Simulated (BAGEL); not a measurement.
# CH3BO (Borane carbonyl) at 4 levels

Wanted: a comparison of 4 runs (B3LYP/6-31G*, B3LYP/def2-TZVP, PBE0/def2-TZVP, RI-MP2/def2-TZVP) of CH3BO (Borane carbonyl). 

The calculation is run with BAGEL 1.2.2.

17 further runs of the same task are left out: 1 that didn't finish, 16 set aside as unsound or not needed.

## 1. The system as given

CH3BO has 6 atoms, charge 0, and is taken as a singlet. SMILES: `[BH3-]C#[O+]`. The shape is that of a GFN2-xTB optimisation.

Bond lengths: B1–C2 1.473 Å, C2–O3 1.142 Å, B1–H4 1.186 Å, B1–H5 1.187 Å, B1–H6 1.188 Å. Angles: B1–C2–O3 178.8°, C2–B1–H4 107.2°, C2–B1–H5 106.3°, C2–B1–H6 105.3°, H4–B1–H5 112.5°, H4–B1–H6 112.5°, H5–B1–H6 112.4°.

## 2. A single-point energy at B3LYP/6-31G(d) (density fitting with qzvpp-jkfit, spherical functions) (run 1)

Input file dft.json:

```json
{ "bagel" : [

{
  "title" : "molecule",
  "basis" : "6-31gs.json",
  "df_basis" : "qzvpp-jkfit",
  "angstrom" : true,
  "geometry" : [
    { "atom" : "B", "xyz" : [   -0.267820,    0.395530,   -0.192970 ] },
    { "atom" : "C", "xyz" : [    0.482140,   -0.749160,    0.351570 ] },
    { "atom" : "O", "xyz" : [    1.081050,   -1.621230,    0.782350 ] },
    { "atom" : "H", "xyz" : [   -1.421210,    0.151210,   -0.065180 ] },
    { "atom" : "H", "xyz" : [    0.052740,    0.493160,   -1.331590 ] },
    { "atom" : "H", "xyz" : [    0.073090,    1.330480,    0.455820 ] }
  ]
},
{
  "title" : "ks",
  "xc_func" : "b3lyp"
},
{
  "title" : "print",
  "file" : "orbitals.molden",
  "orbitals" : true
}

]}
```

The basis set 6-31G* is read from a file made from the Basis Set Exchange's data (not shown).

Started as:

```
$ BAGEL_NUM_THREADS=1 BAGEL dft.json > dft.out
```

The program printed:

```text
* using 1 threads per process

  ===============================================================
  ===============================================================

  *** Geometry ***

[... 19 lines left out ...]
    * Removing 9679 points whose weight is below 1.00e-10
[... 2 lines left out ...]
  === Nuclear Repulsion ===
    57.0839460165

       - DIIS with orbital gradients will be used.

  === KS iteration (b3lyp / 6-31gs.json) ===
      0       -115.79446474          0.17099943           0.10
      1       -102.49958979          0.18923829           0.09
      2       -112.48974533          0.23658951           0.08
[... 51 lines of this table left out ...]
     54       -139.96641067          0.00000001           0.07
    * SCF iteration converged.

    * Permanent dipole moment:
           (   -0.262748,     0.411445,    -0.191911) a.u.

    * METHOD: KS                                   4.54

    * METHOD: PRINT                                0.00

  ===============================================================
```

It took 5.1 s on 1 thread of Intel Xeon 6975P-C (Granite Rapids), shared host; peak memory 0.19 GiB.

## 3. A single-point energy at B3LYP/def2-TZVP (density fitting with qzvpp-jkfit) (run 2)

Input file dft.json:

```json
{ "bagel" : [

{
  "title" : "molecule",
  "basis" : "def2-tzvp.json",
  "df_basis" : "qzvpp-jkfit",
  "angstrom" : true,
  "geometry" : [
    { "atom" : "B", "xyz" : [      -0.267820,       0.395530,      -0.192970 ] },
    { "atom" : "C", "xyz" : [       0.482140,      -0.749160,       0.351570 ] },
    { "atom" : "O", "xyz" : [       1.081050,      -1.621230,       0.782350 ] },
    { "atom" : "H", "xyz" : [      -1.421210,       0.151210,      -0.065180 ] },
    { "atom" : "H", "xyz" : [       0.052740,       0.493160,      -1.331590 ] },
    { "atom" : "H", "xyz" : [       0.073090,       1.330480,       0.455820 ] }
  ]
},

{ "title" : "ks", "xc_func" : "b3lyp" },

{ "title" : "print", "file" : "orbitals.molden", "orbitals" : true }

]}
```

The basis set def2-TZVP is read from a file made from the Basis Set Exchange's data (not shown).

Started as:

```
$ BAGEL_NUM_THREADS=1 BAGEL dft.json > dft.out
```

The program printed:

```text
* using 1 threads per process

  ===============================================================
  ===============================================================

  *** Geometry ***

[... 19 lines left out ...]
    * Removing 9679 points whose weight is below 1.00e-10
[... 2 lines left out ...]
  === Nuclear Repulsion ===
    57.0839460165

       - DIIS with orbital gradients will be used.

  === KS iteration (b3lyp / def2-tzvp.json) ===
      0       -105.25269581          0.17112267           0.24
      1       -100.76515575          0.15152189           0.24
      2       -107.93592475          0.20883546           0.24
[... 16 lines of this table left out ...]
     19       -140.03048322          0.00000001           0.23
    * SCF iteration converged.

    * Permanent dipole moment:
           (   -0.230319,     0.360175,    -0.168187) a.u.

    * METHOD: KS                                   5.13

    * METHOD: PRINT                                0.01

  ===============================================================
```

Run time: 5.7 s. Hardware: 1 thread of Intel Xeon 6975P-C (Granite Rapids), shared host; peak memory 0.4 GiB.

Run 3 isn't shown in full; the table further down has it.

## 4. A single-point energy at RI-MP2/def2-TZVP (density fitting with qzvpp-jkfit) (run 4)

Input file input.json:

```json
{ "bagel": [

{
  "title": "molecule",
  "basis": "def2-tzvp.json",
  "df_basis": "qzvpp-jkfit",
  "angstrom": true,
  "geometry": [
    { "atom": "B", "xyz": [      -0.267820,       0.395530,      -0.192970 ] },
    { "atom": "C", "xyz": [       0.482140,      -0.749160,       0.351570 ] },
    { "atom": "O", "xyz": [       1.081050,      -1.621230,       0.782350 ] },
    { "atom": "H", "xyz": [      -1.421210,       0.151210,      -0.065180 ] },
    { "atom": "H", "xyz": [       0.052740,       0.493160,      -1.331590 ] },
    { "atom": "H", "xyz": [       0.073090,       1.330480,       0.455820 ] }
  ]
},

{ "title": "hf" },

{ "title": "mp2", "ncore": 3 }

]}
```

The basis set def2-TZVP is read from a file made from the Basis Set Exchange's data (not shown).

Started as:

```
$ BAGEL_NUM_THREADS=1 BAGEL input.json > input.out
```

The program printed:

```text
* using 1 threads per process

  ===============================================================
  ===============================================================

  *** Geometry ***

[... 30 lines left out ...]
    * SCF iteration converged.
[... 1 line left out ...]
    * Permanent dipole moment:
[... 2 lines left out ...]
    * METHOD: HF                                   0.37

  *** RHF ***

  === Nuclear Repulsion ===
    57.0839460165

      * DIIS with orbital gradients will be used.

  === RHF iteration (def2-tzvp.json) ===
      0       -139.19043836          0.00000000           0.02
    * SCF iteration converged.

    * Permanent dipole moment:
           (   -0.288552,     0.459104,    -0.211596) a.u.

  === DF-MP2 calculation ===

    * freezing 3 orbitals
    * 3-index integral transformation done
    * assembly done

      MP2 correlation energy:   -0.4944423005      0.02

      MP2 total energy:       -139.6848806610

    * METHOD: MP2                                  0.07

  ===============================================================
```

It took 0.8 s on 1 thread of Intel Xeon 6975P-C (Granite Rapids), shared host; peak memory 0.087 GiB.

## 5. All runs side by side

```
run                                                                 level  frozen core orbitals  energy (Eh)  dipole moment (D)  HOMO energy (eV)  LUMO energy (eV)  wall time
  1  B3LYP/6-31G* (density fitting with qzvpp-jkfit, spherical functions)                     –  -139.966411               1.33             -9.24             -1.50      5.1 s
  2                    B3LYP/def2-TZVP (density fitting with qzvpp-jkfit)                     –  -140.030483               1.17             -9.46             -1.75      5.7 s
  3                     PBE0/def2-TZVP (density fitting with qzvpp-jkfit)                     –  -139.852007               1.16             -9.65             -1.45      5.4 s
  4                   RI-MP2/def2-TZVP (density fitting with qzvpp-jkfit)                     3  -139.684881                  –                 –                 –      0.8 s
```

## 6. What came out

| quantity | value |
| --- | --- |
| run 4: total energy | -139.68488 Eh |
| run 4: correlation energy (3 core orbitals frozen) | -494.4 mEh |

What this shows: Over runs 1, 2, 3 the dipole moment (its size) runs from 1.16 D (PBE0/def2-TZVP) to 1.33 D (B3LYP/6-31G*). The two ends differ in method and basis. Over runs 1, 2, 3 the HOMO–LUMO gap runs from 7.70 eV (B3LYP/def2-TZVP) to 8.21 eV (PBE0/def2-TZVP). Totals of different functionals can't be ranked against each other. All runs together took 17 s, the longest 5.7 s.
